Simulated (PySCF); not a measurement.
# AlB+: from the state search to spectroscopic constants

One job finds the state of AlB+, follows it along the bond with each method and fits the curves.

Computed with PySCF 2.14.0. Level: Al def2-SVPD, B def2-SVPD, no relativity.

## (1) Input

A driver script around PySCF takes these settings:

- atoms: Al, B
- charge: 1
- basis: Al def2-SVPD, B def2-SVPD
- Hamiltonian: no relativity
- basis functions: 44
- electrons treated: 17
- masses in u: 26.9815, 11.0093
- levels: PBE0, PBE, r²SCAN, B3LYP, BLYP, B2PLYP, ωB97X, HF, MP2, SCS-MP2, CCSD, CCSD(T)
- grid: 80 radial by 434 angular points
- occupations: held fixed by the projection of orbital angular momentum
- dissociation limit: Al+ + B, each in its ground configuration
- starting distance in angstrom: 2.110
- values of 2S to try: 1, 3

Launch:

```sh
$ OMP_NUM_THREADS=1 python dia.py task.json out
```

Further steps of the session: First curve: PBE0; Excited determinants; PBE (GGA); r²SCAN (meta-GGA); B3LYP (global hybrid GGA); BLYP (GGA); B2PLYP; ωB97X (range-separated hybrid); UHF; Adding correlation.

What does the calculation give? Wanted: for each run, Re; ωe; De; μ.

The runs gave:

Lowest PBE0 solution found, without spin–orbit coupling: ²Σ⁺ (doublet), unpaired electrons σ ↑. The other levels ran on it alone.

```
      level  Re (Å)  ωe (cm⁻¹)  De (eV)  μ (D)
        UHF   2.819      218.5     0.57   0.25
    UHF-MP2   2.762      227.0     0.65    n/a
UHF-SCS-MP2   2.781      217.9     0.61    n/a
   UHF-CCSD   2.756      227.4     0.65    n/a
UHF-CCSD(T)   2.739      234.0     0.69    n/a
        PBE   2.731      240.9     1.03   0.41
       BLYP   2.788      212.0     0.88   0.27
     r²SCAN   2.717      246.6     0.96   0.50
      B3LYP   2.755      228.5     0.84   0.27
       PBE0   2.715      252.8     0.95   0.42
      ωB97X   2.733      248.9     0.86   0.38
     B2PLYP   2.748      234.0     0.76   0.30
```

De is counted to Al+ + B in their ground configurations. A positive dipole points from Al to B; in an ion it is taken about the centre of mass and does not tell which atom is negative.

In words: The methods spread over 0.104 Å in bond length, from PBE0 to UHF. CCSD(T) can't serve as the judge here: for a weak bond in this basis it is far from its limit. Among the levels with a De in the table, it runs from 0.57 eV (UHF) to 1.03 eV (PBE).

Correlated steps freeze 6 core orbitals. B2PLYP dipoles, levels and charges come from its SCF part alone.
